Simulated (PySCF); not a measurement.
# SiH$_{4}$⁺, doublet along the distance Si1-H3

All five atoms lie in one plane.

Starting geometry (PBE0/def2-TZVP stationary point for this spin, not checked as a minimum):

```xyz
5

Si    0.0000    0.0000    0.0000
H    -0.0112    1.0909    1.0838
H    -0.0168   -1.0838    1.0907
H     0.0168    1.0838   -1.0907
H     0.0112   -1.0909   -1.0838
```

From there H3 moves along the line of the two atoms named below, all else staying in place; atoms are numbered as listed. Energies are in kJ/mol, counted from the starting geometry at the same level.

Basis 6-31G; PySCF 2.14.0. Correlated methods freeze the noble-gas cores. Prefix R: restricted or restricted open-shell reference; prefix U: unrestricted.

Full CI is exact within this basis and frozen core; it isn't the basis-set limit. The frozen core follows each run's orbitals, which can shift R against U totals by a few meV.

```tsv
distance Si1-H3 (Å)	full CI	unpaired electrons (full CI)	error RHF	error UHF	error RMP2	error UMP2	error UCCSD	error RCCSD(T)
1.201	146.7	1.03	-12.5	-11.7	-6.2	-6.0	-0.8	-0.3
1.349	41.0	1.03	-8.1	-7.1	-4.1	-4.0	-0.5	-0.2
1.538	0.0	1.03	0.0	0.0	0.0	0.0	0.0	0.0
1.717	2.4	1.04	7.2	4.3	4.5	4.0	0.4	0.2
1.863	12.0	1.05	0.9	4.1	10.5	4.9	0.5	0.3
2.105	22.5	1.05	-21.2	0.3	2.7	1.0	0.0	0.3
2.410	21.7	1.05	-35.0	-1.8	-6.1	-4.0	-1.0	-0.1
2.796	15.5	1.05	-38.6	-1.6	-8.6	-5.9	-1.4	-0.2
3.378	12.0	1.05	-39.0	-1.3	-8.8	-6.0	-1.5	-0.3
4.151	12.4	1.05	-39.1	-1.4	-8.7	-6.0	-1.5	-0.3
5.146	13.2	1.05	-39.2	-1.4	-8.7	-6.0	-1.5	-0.3
```

Unpaired electrons are Σ n²(2−n)² over natural occupations. Errors are those of relative energies. In total energy the starting point itself misses full CI by: RHF 240.5, UHF 202.7, RMP2 74.4, UMP2 71.6, UCCSD 4.4, RCCSD(T) 1.3 kJ/mol.

Spread of the error over the points with a reference, to 5.146 Å (largest less smallest): RCCSD(T) 0.6, UCCSD 2.1, UMP2 11.0, UHF 16.0, RMP2 19.3, RHF 46.4 kJ/mol.

Going outwards, the relative energy of UMP2 first misses by more than 4.2 kJ/mol (1 kcal/mol) at 1.863 Å.
